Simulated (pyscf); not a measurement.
## Four-centre exchange: H₂As–AsH₂ (SMILES [AsH2][AsH2]) + GaH₃ (SMILES [GaH3]) -> H₂Ga–AsH–AsH₂ (SMILES [GaH2][AsH][AsH2]) + H₂ (SMILES [H][H])

Gas phase, singlet surface, charge 0. Bonds broken: As1–H3, Ga7–H8. Bonds formed: As1–Ga7, H3–H8. Structures and frequencies: ωB97X-D3(BJ)/def2-SVP in PySCF.

Transition state (Å):

```xyz
10

As    -1.7011    -0.4634     0.3665
As    -2.2058     1.8433     0.8468
H     -1.1068     0.3156    -1.2087
H     -2.8894    -0.6980    -0.5456
H     -1.0774     1.9466     1.8574
H     -1.3524     2.4512    -0.2617
Ga     0.4531    -0.4237    -1.1131
H     -0.4099     0.6939    -2.0656
H      1.3933     0.3828    -0.1837
H      0.5186    -1.7874    -1.8430
```

One imaginary mode, 1216i cm⁻¹; descent along it reached the two sides named, in the forms told below.

```
bond     change  reactant side (Å)  saddle  product side
-------  ------  -----------------  ------  ------------
As1–H3   breaks              1.542   1.855           3.5
Ga7–H8   breaks              1.571   1.703         2.415
As1–Ga7   forms                3.1     2.6         2.396
H3–H8     forms              2.470   1.168         0.766
```

Electronic energies relative to the separated reactants (eV):

```tsv
level	barrier	reaction energy	reverse barrier
ωB97X-D3(BJ)/def2-TZVP	0.52	-0.89	1.41
PBE/def2-TZVP	0.38	-0.68	1.06
r²SCAN/def2-TZVP	0.37	-0.71	1.09
B3LYP-D3(BJ)/def2-TZVP	0.60	-0.60	1.20
PBE0-D3(BJ)/def2-TZVP	0.41	-0.70	1.11
M06-2X/def2-TZVP	0.57	-0.77	1.34
ωB97M-D3(BJ)/def2-TZVP	0.74	-0.55	1.28
HF/def2-TZVP	1.60	-0.14	1.74
```

With ωB97M-D3(BJ)/def2-TZVP energies and thermal terms (ideal gas, 1 atm, RRHO with modes under 100 cm⁻¹ raised to 100, one conformer, R ln 2 for chiral ones without a mode under 150 cm⁻¹), in eV:

```csv
T (K),ΔH‡,ΔG‡,ΔH,ΔG
298,0.74,1.19,-0.56,-0.45
600,0.76,1.64,-0.50,-0.36
900,0.78,2.08,-0.47,-0.29
1200,0.81,2.50,-0.45,-0.24
```

On the reactant side the descent ends in a complex, 0.25 eV under the separated species and 0.77 eV under the saddle at ωB97X-D3(BJ)/def2-TZVP. At the saddle there is also a short Ga–H contact that neither side keeps. H₂Ga–AsH–AsH₂ is closed by a dative As–Ga contact. One saddle was located; it need not be the lowest between these sides. Elements up to Kr have no core potential and no relativistic terms here.
